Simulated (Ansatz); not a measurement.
## HB–BH, singlet: the ladder up to full CI

Geometry: a PBE0/def2-TZVP stationary point for this spin, not checked as a minimum. The triplet lies 0.6 eV lower here.

```xyz
4

B     0.0000    0.0000    0.7625
B     0.0000    0.0000   -0.7625
H     0.0000    0.0000    1.9383
H     0.0000    0.0000   -1.9383
```

Basis cc-pVDZ; Ansatz 0.2.0. Only valence electrons are correlated (noble-gas cores frozen), which leaves 8 electrons in 36 orbitals. Prefix R: restricted or restricted open-shell reference; prefix U: unrestricted. Active spaces: valence = (8e, 10o) chosen from the atoms' valence shells.

Full CI is exact within this basis and frozen core; it isn't the basis-set limit. The frozen core follows each run's orbitals, which can shift R against U totals by a few meV.

The determinant fills πx and πy unequally, so it is a mixture of Σ and Δ, which weighs on every level built on one determinant.

The determinant has the irrep Ag, whose lowest full-CI state lies within 3 meV of the B1g state that serves as the reference; occupations given are those of the former.

The UHF ⟨S²⟩ is 1.009, the T1 diagnostic (RCCSD) is 0.0123 and the largest doubles amplitude (RCCSD) is 0.155.

```json
{"level": "RHF", "E − E(full CI) (kJ/mol)": "492.3", "share of correlation (%)": "0.00", "wall time": "–"}
{"level": "UHF†", "E − E(full CI) (kJ/mol)": "397.9", "share of correlation (%)": "–", "wall time": "–"}
{"level": "RMP2", "E − E(full CI) (kJ/mol)": "125.5", "share of correlation (%)": "74.51", "wall time": "–"}
{"level": "UMP2†", "E − E(full CI) (kJ/mol)": "64.3", "share of correlation (%)": "–", "wall time": "–"}
{"level": "CISD", "E − E(full CI) (kJ/mol)": "63.7", "share of correlation (%)": "87.06", "wall time": "1 s"}
{"level": "RCCSD", "E − E(full CI) (kJ/mol)": "33.9", "share of correlation (%)": "93.11", "wall time": "–"}
{"level": "UCCSD*†", "E − E(full CI) (kJ/mol)": "-21.3", "share of correlation (%)": "–", "wall time": "–"}
{"level": "RCCSD(T)", "E − E(full CI) (kJ/mol)": "18.4", "share of correlation (%)": "96.26", "wall time": "0.33 s"}
{"level": "UCCSD(T)*†", "E − E(full CI) (kJ/mol)": "-36.7", "share of correlation (%)": "–", "wall time": "1.5 s"}
{"level": "BCCD(T)", "E − E(full CI) (kJ/mol)": "18.4", "share of correlation (%)": "96.26", "wall time": "0.4 s"}
{"level": "RCCSDT*", "E − E(full CI) (kJ/mol)": "4.6", "share of correlation (%)": "99.07", "wall time": "–"}
{"level": "UCCSDT*†", "E − E(full CI) (kJ/mol)": "-57.7", "share of correlation (%)": "–", "wall time": "–"}
{"level": "CISDTQ", "E − E(full CI) (kJ/mol)": "7.4", "share of correlation (%)": "98.50", "wall time": "3.4 s (H100)"}
{"level": "RCCSDT(Q)*", "E − E(full CI) (kJ/mol)": "-0.7", "share of correlation (%)": "100.15", "wall time": "2.1 s"}
{"level": "UCCSDT(Q)*†", "E − E(full CI) (kJ/mol)": "-63.3", "share of correlation (%)": "–", "wall time": "9 s"}
{"level": "RCCSDTQ*", "E − E(full CI) (kJ/mol)": "0.2", "share of correlation (%)": "99.96", "wall time": "3.2 s (H100)"}
{"level": "UCCSDTQ*†", "E − E(full CI) (kJ/mol)": "-62.4", "share of correlation (%)": "–", "wall time": "17 s (H100)"}
{"level": "CASSCF (valence space)", "E − E(full CI) (kJ/mol)": "252.4", "share of correlation (%)": "48.73", "wall time": "–"}
{"level": "NEVPT2 (valence space)", "E − E(full CI) (kJ/mol)": "65.5", "share of correlation (%)": "86.69", "wall time": "8.5 s"}
{"level": "MRCISD (valence space)", "E − E(full CI) (kJ/mol)": "11.5", "share of correlation (%)": "97.67", "wall time": "–"}
{"level": "MRCISD+Q (valence space)", "E − E(full CI) (kJ/mol)": "-0.4", "share of correlation (%)": "100.08", "wall time": "11 s (H100)"}
```

An asterisk marks runs whose energy the program itself flagged as in doubt. A dagger marks rows that describe another state than the reference (another or a broken symmetry, a higher spin or other natural occupations), so the difference holds a gap between states beside the method's error.

The correlation energy at full CI, counted from RHF, is -5.102 eV. That run took 28 s on 5 threads of AMD EPYC 7R13 with a whole H100 80 GB, shared host over 433,614,400 determinants.

Times hold each run's SCF and search for its determinant on a shared host, so for small cases they say little of a method's own cost; rows without a card ran on 1 thread of AMD EPYC 7R13.

Not variational, and here over 5 meV under the exact energy: RCCSDT(Q).

Unrestricted levels hold only the spin's projection, and here they fall towards a lower state of higher spin.

The full-CI state has the irrep B1g of D2h, in the program's axes (one component, if the state is degenerate).

Natural occupations of full CI about the gap: 1.959 1.955 1.950 0.962 0.960 0.042 0.042 0.027 0.020 0.011; effectively unpaired electrons, Σ n²(2−n)², 2.04. No single determinant describes this state well, so single-reference rows can miss without a flag.
